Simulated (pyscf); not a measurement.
Optimised with ωB97X-D3(BJ)/def2-SVP in PySCF.

Q: `[SiH3][O][AsH2]` -> `[O]1[SiH2][AsH]1` + `[H][H]`
Surface: singlet. Broken: As–H, H–Si. Formed: As–Si, H–H. Give ΔE‡ and ΔE from r²SCAN/def2-TZVP, relative to the reactant's lowest minimum found.

A: ΔE‡ = 2.66 eV, ΔE = +1.29 eV. ωB97M-D3(BJ)/def2-TZVP gives 2.93 eV and +1.48 eV. Zero-point energy shifts the barrier by -0.08 eV. It is a concerted two-bond exchange, with an imaginary mode of 1034i cm⁻¹. At the saddle there is also a short H–Si contact that neither side keeps. H₃Si–O–AsH₂ lies 0.46 eV over its isomer HO–SiH₂–AsH₂ (electronic energy, ωB97M-D3(BJ)/def2-TZVP). cyclic H₃AsOSi (SMILES O1[SiH2][AsH]1) lies 0.51 eV over its isomer HO–SiH=AsH (electronic energy, ωB97M-D3(BJ)/def2-TZVP). This is the saddle that the search found; another between the same sides may lie lower. Elements up to Kr have no core potential and no relativistic terms here.
